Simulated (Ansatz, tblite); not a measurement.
Cost and result up the ladder for BH2(CH2SiH3) (CH7BSi) (10 atoms). The state is a singlet with charge 0. Geometry: PBE0-D4/def2-TZVP.

```xyz
10

B    -0.084    1.242   -0.894
H     0.172    1.050   -2.048
H     0.295    2.258   -0.381
C    -0.805    0.173   -0.065
Si    0.537   -0.958    0.654
H    -1.338    0.551    0.813
H    -1.445   -0.502   -0.642
H     1.320   -1.608   -0.429
H     1.467   -0.192    1.523
H    -0.118   -2.014    1.469
```

Ansatz on 4 threads of AMD EPYC 9B14 on a shared host; xTB runs through tblite on one thread. Times are rough, summed over both states, and most runs start from the orbitals of an earlier one. PBE0-D4/def2-TZVP serves as the yardstick here, not as an exact answer. The other state is a triplet.

The xTB rows come from tblite. HOMO above LUMO, or a gap near zero within one spin, warns that the state may not be the lowest or that an electron is smeared out.

xTB has no spin-polarisation term.

```
              level  functions  wall time  vertical triplet (eV)  difference from PBE0-D4/def2-TZVP (eV)                                  remarks
           GFN1-xTB         31    0.008 s                   4.97                                   -0.30                                        –
           GFN2-xTB         24    0.008 s                   4.82                                   -0.45                                        –
   PBE-D4/def2-TZVP        141      1.9 s                   4.94                                   -0.33  gap within one spin near zero (triplet)
r2SCAN-D4/def2-TZVP        141      3.6 s                   5.04                                   -0.23                                        –
  PBE0-D4/def2-TZVP        141      4.1 s                   5.27                                    0.00                                        –
```
